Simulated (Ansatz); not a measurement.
```yaml
crystal:
  periodic: [false, false, false]
  atoms:
    - {symbol: Si, position_ang: [-1.162515, 0.219774, -0.002484]}
    - {symbol: Mg, position_ang: [1.265767, -0.314978, 0.002937]}
    - {symbol: H, position_ang: [1.870485, 1.471394, -0.001597]}
basis:
  gaussian: {orbitals: def2-TZVP}
magnetization: {spin_polarized: true, initial_magnetization: 1}
hamiltonian: {xc: pbe0}
relax: {f_tol: 0.004, max_steps: 80}
```

```sh
$ ansatz run in.yaml --threads 1 --pin off --events-out ev --progress --plain --max-ram 2176MiB
```

Steps of the relaxation (energy above the last step; positions in Å, forces in eV/Å):

```
3
step 1, 724.0 meV
Si   -1.163    0.220   -0.002   -0.401   -0.062    0.000
Mg    1.266   -0.315    0.003    0.491    0.930   -0.002
H     1.870    1.471   -0.002   -0.090   -0.868    0.003
```

```
3
step 2, 481.0 meV
Si   -1.290    0.122   -0.002   -0.269   -0.255    0.000
Mg    1.251   -0.123    0.002   -0.294    0.082   -0.001
H     2.013    1.377   -0.001    0.563    0.173    0.000
```

```
3
step 3, 279.6 meV
Si   -1.412    0.009   -0.002   -0.116   -0.233    0.001
Mg    1.176    0.018    0.002   -0.361    0.204   -0.001
H     2.209    1.349   -0.001    0.476    0.030    0.001
```

```
3
step 8, 0.1 meV
Si   -1.533   -0.264   -0.002   -0.019   -0.008    0.000
Mg    0.946    0.540    0.000    0.016    0.010    0.000
H     2.561    1.101    0.001    0.004   -0.002    0.000
```

```
3
step 10, 0.0 meV
Si   -1.535   -0.267   -0.002    0.000    0.000    0.000
Mg    0.946    0.545    0.000    0.000    0.000    0.000
H     2.564    1.098    0.001    0.000    0.000    0.000
```

Close pairs at the end: Mg2–H3 1.710 Å, Si1–Mg2 2.611 Å.

A stationary point of unrestricted PBE0 after 10 steps, with ⟨S²⟩ = 1.356 against 0.75 for a pure state; no frequencies were run, so it isn't proven a minimum. 2.8 min on 1 thread of Arm Neoverse V1, shared host.
